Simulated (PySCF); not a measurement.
## Structure elucidation problem

An unknown has the formula C2H4S. Its calculated NMR data are:

$^{1}$H NMR (600 MHz, computed): δ 6.31 (m, 1H), 5.36 (m, 1H), 5.21 (m, 1H), 3.73 (br s, 1H).

$^{13}$C{$^{1}$H} NMR (computed): δ 141.6 (CH), 118.3 (CH2).

Computational details: coordinates at the PBE0-D3(BJ)/def2-TZVP level, σ from GIAO-PBE0/pcSseg-2, in PySCF 2.14.0 with density-fitted response routines (non-relativistic, a single conformation, gas phase).

Shifts are taken against calculated references (same method and geometry level): TMS for $^{1}$H (σref 31.52) and $^{13}$C (σref 186.03).

What is the structure?

Results:


- Rings plus π bonds: 1.
- 2 carbon signals for 2 carbons: no two carbons are equivalent.
- Carbon types of the structure: 1 × CH, 1 × CH2, leaving 1 H on heteroatoms.
- δC 141.6: alkene CH; as expected for a trigonal carbon in a double bond.
- δC 118.3: terminal =CH2 carbon; as expected for a trigonal carbon in a double bond.
- δH 6.31: hydrogen on an alkene CH; a vinylic proton, deshielded by the sp2 carbon and the C=C anisotropy.
- δH 5.36, 5.21: hydrogen on a terminal =CH2 carbon; a vinylic proton, deshielded by the sp2 carbon and the C=C anisotropy.
- δH 3.73: hydrogen on a thiol sulfur; exchangeable, gas-phase position.

These data were computed for Ethenethiol (C=CS).

The OH or NH signal is concentration- and solvent-dependent in practice; the value given is the gas-phase one. Shifts are as computed. Against solution values, carbons near 30 ppm lie about +3 ppm off and those near 130 ppm about +9 ppm; carbons on S a further +4 ppm. Of 1211 compounds with measured shifts, 218 miss one by over three times the rms of a fit or turn the order of signals round; such compounds aren't used in these exercises. Multiplicities follow the n + 1 count of equivalent neighbours, as no J values were calculated; m marks all less simple cases, F and P coupling included.
